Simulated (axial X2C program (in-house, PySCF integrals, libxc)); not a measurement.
**Levels of SiCl by electron attachment to SiCl⁺ (EOM-EA-CCSD)**

Calculated with an axial X2C code built on PySCF integrals: two-component X2C with atomic mean-field Coulomb and Gaunt terms, Gaussian nuclei, basis Cl dyall-av3z, Si dyall-av3z with contracted cores.

R = 2.080 Å (near the PBE0 minimum at charge 0 of the determinant lowest at the starting distance; the state shown can have its own minimum elsewhere).

Hartree–Fock spinors of SiCl⁺ (one of each Kramers pair; a window near the gap, which can cut inner shells):

```
  ω  occupied  ε (eV)                     character
1/2       yes  -24.28   45% Cl p, 42% Si s, 7% Cl s
1/2       yes  -19.50    82% Cl p, 7% Si p, 6% Si d
3/2       yes  -19.40    82% Cl p, 8% Si p, 6% Si d
1/2       yes  -18.82  33% Cl p, 32% Si p, 29% Si s
1/2        no   -6.52    77% Si p, 9% Cl d, 7% Cl p
3/2        no   -6.50    77% Si p, 9% Cl d, 7% Cl p
1/2        no   -3.30   54% Si p, 25% Si d, 9% Cl s
1/2        no   -2.75    84% Si s, 4% Cl d, 4% Cl s
1/2        no   -1.94             90% Si p, 8% Cl p
3/2        no   -1.94             90% Si p, 8% Cl p
```

Levels of SiCl obtained by attaching an electron to SiCl⁺:

```json
{"Ω": "1/2", "binding energy (eV)": "7.376", "above lowest (cm⁻¹)": "0", "attached spinor": "78% Si pπ, 9% Cl dπ, 7% Cl pπ", "one-particle weight": "0.95"}
{"Ω": "3/2", "binding energy (eV)": "7.349", "above lowest (cm⁻¹)": "218", "attached spinor": "78% Si pπ, 9% Cl dπ, 7% Cl pπ", "one-particle weight": "0.95"}
{"Ω": "1/2", "binding energy (eV)": "4.228", "above lowest (cm⁻¹)": "25388", "attached spinor": "48% Si pσ, 26% Si dσ, 9% Cl sσ", "one-particle weight": "0.95"}
{"Ω": "1/2", "binding energy (eV)": "3.047", "above lowest (cm⁻¹)": "34917", "attached spinor": "83% Si sσ", "one-particle weight": "0.98"}
{"Ω": "3/2", "binding energy (eV)": "2.112", "above lowest (cm⁻¹)": "42457", "attached spinor": "86% Si pπ, 10% Cl pπ", "one-particle weight": "0.99"}
{"Ω": "1/2", "binding energy (eV)": "2.111", "above lowest (cm⁻¹)": "42464", "attached spinor": "88% Si pπ, 10% Cl pπ", "one-particle weight": "0.99"}
```

**Question.** What is the splitting of the first π pair in the table, and is it regular or inverted?

**Answer.** E(3/2) − E(1/2) = 218 − 0 = 218 cm⁻¹ at EOM-EA-CCSD: regular, Ω = 1/2 lower. Splittings at this level can be off by ten to twenty per cent.

This point took 17 s on 1 thread of Intel(R) Xeon(R) Processor @ 2.30GHz, with other jobs on the host.

Reference electrons by ω block (each with its −ω partner): 1/2: 12, 3/2: 3. 10 electrons of SiCl⁺ correlated (inner shells frozen), 92 natural virtual spinors (a truncated set); levels can be off by some tenths of an eV. Roots sought by Ω: (1/2: 5, 3/2: 4, 5/2: 2, 7/2: 1); rows need 60 % one-particle weight and stop where some Ω has no more roots. Missing are any skipped roots, higher Ω and states of a further excitation; these come out far too high here and may in truth be low or lowest. T1 of the reference 0.021 (Lee–Taylor). The reference was not checked to be the lowest state of its species. Number of frozen shells: Cl 2 s, 1 p; Si 2 s, 1 p.
